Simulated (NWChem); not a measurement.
System: methanol (CH4O); SMILES CO

NWChem input:

```
start job
memory heap 200 mb stack 900 mb global 1100 mb
geometry units angstroms noautoz
  C     -0.008379    -0.639520     0.000000
  O     -0.090741     0.755379     0.000000
  H      0.500926    -1.049112    -0.894875
  H     -1.034765    -1.035935     0.000000
  H      0.500926    -1.049112     0.894875
  H      0.803609     1.108715     0.000000
end
basis spherical
  C library def2-svpd
  O library def2-svpd
  H library def2-svpd
end
dft
  xc r2scan
  iterations 150
end
task dft gradient
```

Excerpt of the output:

```
             Northwest Computational Chemistry Package (NWChem) 7.3.0
             --------------------------------------------------------

 CS  symmetry detected

                             Geometry "geometry" -> ""
                             -------------------------

 Output coordinates in angstroms (scale by  1.889725989 to convert to a.u.)

  No.       Tag          Charge          X              Y              Z
 ---- ---------------- ---------- -------------- -------------- --------------
    1 C                    6.0000    -0.01032978    -0.64951403     0.00000000
    2 O                    8.0000    -0.08784499     0.74566270     0.00000000
    3 H                    1.0000     0.49754911    -1.06087304    -0.89487500
    4 H                    1.0000    -1.03808684    -1.04236067     0.00000000
    5 H                    1.0000     0.49754911    -1.06087304     0.89487500
    6 H                    1.0000     0.80772721     1.09588933     0.00000000

 Effective nuclear repulsion energy (a.u.)      40.4952784031

      Symmetry information
      --------------------

 Group name             Cs
 Group number              2
 Group order               2
 No. of unique centers     5

                                 NWChem DFT Module
                                 -----------------

 Summary of "ao basis" -> "ao basis" (spherical)
 ------------------------------------------------------------------------------
       Tag                 Description            Shells   Functions and Types
 ---------------- ------------------------------  ------  ---------------------
 C                         def2-svpd                 8       20   4s2p2d
 O                         def2-svpd                 9       23   4s3p2d
 H                         def2-svpd                 4        8   2s2p

      Symmetry analysis of basis
      --------------------------

        a'         50
        a"         25

            General Information
            -------------------
          SCF calculation type: DFT
          Wavefunction type:  closed shell.
          No. of atoms     :     6
          No. of electrons :    18
           Alpha electrons :     9
            Beta electrons :     9
          Charge           :     0
          Spin multiplicity:     1
          Use of symmetry is: on ; symmetry adaption is: on
          Maximum number of iterations: 150
          AO basis - number of functions:    75
                     number of shells:    33
          Convergence on energy requested:  1.00D-06
          Convergence on density requested:  1.00D-05
          Convergence on gradient requested:  5.00D-04

              XC Information
              --------------
                      r^2SCAN Method XC Functional
               r^2SCAN metaGGA Exchange Functional  1.000
                     r^2SCAN Correlation Potential  1.000

             Grid Information
             ----------------
          Grid used for XC integration:  medium
          Radial quadrature: Mura-Knowles
          Angular quadrature: Lebedev.
          Tag              B.-S. Rad. Rad. Pts. Rad. Cut. Ang. Pts.
          ---              ---------- --------- --------- ---------
          C                   0.70       49           8.0       434
          O                   0.60       49           8.0       434
          H                   0.35       45           9.0       434
          Grid pruning is: on
          Number of quadrature shells:   233
          Spatial weights used:  Erf1

      Superposition of Atomic Density Guess
      -------------------------------------

 Sum of atomic energies:        -114.31645374

      Non-variational initial energy
      ------------------------------

 Total energy =    -115.237034
 1-e energy   =    -234.932917
 2-e energy   =      79.200605
 HOMO         =      -0.377017
 LUMO         =       0.054424

      Symmetry analysis of molecular orbitals - initial
      -------------------------------------------------

  Numbering of irreducible representations:

     1 a'          2 a"

  Orbital symmetries:

     1 a'          2 a'          3 a'          4 a'          5 a'
     6 a"          7 a'          8 a'          9 a"         10 a'
    11 a'         12 a'         13 a"         14 a'         15 a'
    16 a"         17 a'         18 a"         19 a'

   convergence    iter        energy       DeltaE   RMS-Dens  Diis-err
 ---------------- ----- ----------------- --------- --------- ---------
 d= 0,ls=0.0,diis     1   -115.5374683498 -1.56D+02  1.18D-02  3.46D-01
 d= 0,ls=0.0,diis     2   -115.5100016432  2.75D-02  6.06D-03  6.80D-01
 d= 0,ls=0.0,diis     3   -115.5737789294 -6.38D-02  9.73D-04  2.07D-02
 d= 0,ls=0.0,diis     4   -115.5755392004 -1.76D-03  3.59D-04  1.16D-03
 d= 0,ls=0.0,diis     5   -115.5756572127 -1.18D-04  1.03D-04  1.23D-04
  Resetting Diis
 d= 0,ls=0.0,diis     6   -115.5756726306 -1.54D-05  1.78D-05  1.57D-06
 d= 0,ls=0.0,diis     7   -115.5756728287 -1.98D-07  4.95D-06  5.24D-08

         Total DFT energy =     -115.575672828688
      One electron energy =     -237.055729145110
           Coulomb energy =       96.389298510416
    Exchange-Corr. energy =      -15.404520597134
 Nuclear repulsion energy =       40.495278403141

 Numeric. integr. density =       17.999998816896

[...]

                         DFT ENERGY GRADIENTS

    atom               coordinates                        gradient
                 x          y          z           x          y          z
   1 C      -0.019520  -1.227404   0.000000    0.001454   0.015753   0.000000
   2 O      -0.166003   1.409098   0.000000   -0.000715  -0.007547   0.000000
   3 H       0.940231  -2.004759  -1.691069    0.000265  -0.002115  -0.000268
   4 H      -1.961700  -1.969776   0.000000   -0.000542  -0.001377   0.000000
   5 H       0.940231  -2.004759   1.691069    0.000265  -0.002115   0.000268
   6 H       1.526383   2.070931   0.000000   -0.000728  -0.002599   0.000000
```

Level: r2SCAN/def2-SVPD. Coordinates come from a PBE0/def2-SVP optimisation.
